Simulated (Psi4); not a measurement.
Reaction (SMILES): FCF + 2 [H][H] (H2) → C (CH4) + 2 F (HF)
B3LYP-D3(BJ)/def2-TZVP geometries, fixed; electronic energies without zero-point terms.

Basis-set convergence of the energy of full hydrogenation at PBE with Psi4. Cartesian d functions, on some or all atoms, in 6-31G*, 6-31G**; all else is spherical. Density fitting with the program's default auxiliary sets. Psi4's default fitting sets serve the pcseg sets less well. No added dispersion term, no relativity. Functions are those of the species that has most. Reference: the value in def2-QZVPPD, -44.12 kcal/mol, itself unsure by roughly 1.61 kcal/mol (its mean distance from def2-QZVPP, cc-pVQZ). Deviations are taken from unrounded values.

| basis | functions | energy of full hydrogenation (kcal/mol) | minus reference (kcal/mol) |
|---|---|---|---|
| 6-31G* | 49 | -19.25 | 24.87 |
| pcseg-1 | 52 | -34.46 | 9.67 |
| 6-31G** | 55 | -26.86 | 17.27 |
| 6-311G** | 66 | -35.87 | 8.25 |
| def2-SVPD | 82 | -46.21 | -2.09 |
| def2-TZVP | 105 | -38.98 | 5.14 |
| cc-pVTZ | 118 | -38.84 | 5.29 |
| 6-311++G(3df,3pd) | 153 | -43.60 | 0.53 |
| pcseg-3 | 246 | -43.99 | 0.13 |
